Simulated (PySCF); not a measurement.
N₂.
Atom-mapped SMILES: `[N:1]#[N:2]`

Computed with MP2 and CCSD/aug-cc-pVTZ in PySCF, restricted Hartree–Fock reference, frozen core, non-relativistic, gas phase, PBE0-D3(BJ)/def2-SVP geometry.

E(HF) = -108.98468 Eh.

How large is the problem?

92 basis functions and 14 electrons; 2 orbitals frozen, which leaves o = 5 correlated occupied and v = 85 virtual orbitals. That is o·v = 425 singles and o·v(o·v + 1)/2 = 90525 distinct closed-shell doubles amplitudes before symmetry; the costliest CCSD step grows as o²v⁴ = 1.3 × 10^9.

What are the MP2 and CCSD correlation energies?

MP2 -0.3795 Eh and CCSD -0.3769 Eh, which gives totals of -109.36417 and -109.36157 Eh. That is 1.026 eV for each correlated electron at CCSD (990 kJ/mol in all, 0.345 % of the total energy); MP2 gives 100.7 % of the CCSD value.

What is the T1 diagnostic?

0.0131, below the customary warning level of 0.02. It is the norm of the spatial-orbital singles amplitudes over the root of the number of correlated electrons, so the norm is 0.041.

No triples correction and no basis-set extrapolation were made.
